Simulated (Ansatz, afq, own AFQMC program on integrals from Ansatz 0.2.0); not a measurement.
## SiNH3, singlet → SiNH$_{3}$⁺, doublet

```yaml
atoms:
  - { symbol: Si, position_ang: [0.0000, -0.0298, 0.5045] }
  - { symbol: N, position_ang: [0.0000, 0.1142, -1.0818] }
  - { symbol: H, position_ang: [0.0000, -1.2620, 1.3427] }
  - { symbol: H, position_ang: [0.0000, 1.2045, 1.3150] }
  - { symbol: H, position_ang: [0.0000, -0.7003, -1.6823] }
```

Connectivity, by distances: SiH2–NH.

E(doublet, charge +1) − E(singlet, charge +0) at this geometry, on RHF and UHF determinants.

Basis cc-pVTZ. Only valence electrons are correlated. Integrals, coupled cluster, full CI and functionals: Ansatz 0.2.0; the random walks run on the same integrals in our own AFQMC program. ph-AFQMC/CISD is guided by a CISD state made of CCSD amplitudes; releasing the constraint for a short imaginary time cuts its bias at the price of noise, slowly where states lie close. Uncertainties: one standard error, sampling alone. The errors of all members are added in quadrature.

No full CI on the walks' own integrals is used here. The released AFQMC energy serves as the reference, which it does only where one determinant dominates, the energy is flat over the last release times and near the phaseless one (40 meV or 2 meV an electron, half that with transition metals). On small molecules, where full CI could be run and the noise was under 10 meV, such values lay within 10 meV of it in 19 cases of 20, a flattering rate, since the rule was set on those same cases; what remains of the bias isn't in the error bar. Each member takes its own surest rung, up to full CI.

Errors are counted within cc-pVTZ, not against nature.

Cautions: SiNH₃⁺ (doublet): the released value is read at 1.50 1/Eh (meV from the phaseless value at times in 1/Eh: 1 ± 4 at 0.24, -8 ± 3 at 0.50, -16 ± 6 at 1.00, -15 ± 7 at 1.50).

```tsv
level	vertical ionization energy (kJ/mol)
MP2	973.9
HF	789.5
```

Task: From these cheaper values, estimate the vertical ionization energy at the reference level in cc-pVTZ.

Result: 953.2 ± 0.6 kJ/mol (AFQMC with the constraint released in cc-pVTZ).

```
        level  vertical ionization energy (kJ/mol)  error against released AFQMC (kJ/mol)
         CCSD                                938.6                            -14.6 ± 0.6
      CCSD(T)                                953.8                              0.6 ± 0.6
ph-AFQMC/CISD                          954.2 ± 1.0                              1.0 ± 1.2
```

Correlation beyond CCSD(T) changes it by less than twice the noise. The perturbative (T) step is worth +15.2 kJ/mol.

A walk keeps the symmetry of its determinant, which the program's search chose and which needn't be the lowest solution, so a lower state of the same spin and another symmetry isn't excluded. Released energies are given only where the last usable release times agree within the noise; a slower fall can still hide under it.
